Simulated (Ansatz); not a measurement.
Ansatz (a first-principles code) input (PBE/pcseg-2):

Ansatz 0.2 input:
```yaml
crystal:
  periodic: [false, false, false]
  atoms:
    - {symbol: N, position_ang: [-0.00000000, -0.00000000, -0.54544247]}
    - {symbol: N, position_ang: [0.00000000, 0.00000000, 0.54544247]}
basis:
  gaussian:
    orbitals: pcseg-2
hamiltonian:
  xc: {name: PBE}
output: {forces: true}
magnetization: {spin_polarized: false}
```

Output:

```
Functional definition: PBE
integrals: 0.01 GiB planned
304 factors; their error is unknown
mean field: 0.09 GiB planned
mean field evaluation 1: about -2976.3974 eV, gradient 3.2e1 eV
mean field evaluation 2: about -2976.5953 eV, gradient 2.9e1 eV
mean field evaluation 4: about -2978.3393 eV, gradient 7.9e-2 eV
mean field evaluation 8: about -2978.3107 eV, gradient 3.3e-3 eV
mean field -2978.31074269 eV, -109.4509010222 hartree, gradient 2.7e-6 eV, S^2 0.000000; 0 other end points of the search recorded, 0 dependent functions left out
the calculation of the forces begins
reference -2978.31075961 eV, -109.4509016441 hartree; 7, 7 occupied and 53, 53 virtual orbitals, 304 factors
Total energy: -2978.31075961 eV, -109.4509016441 hartree
Atom 0 at    -0.000000    -0.000000    -0.545442 Å, force     0.000000     0.000000    -1.799564 eV/Å
Atom 1 at     0.000000     0.000000     0.545442 Å, force    -0.000000    -0.000000     1.799564 eV/Å
Dipole moment:    -0.000000    -0.000000     0.000000 e Å
```
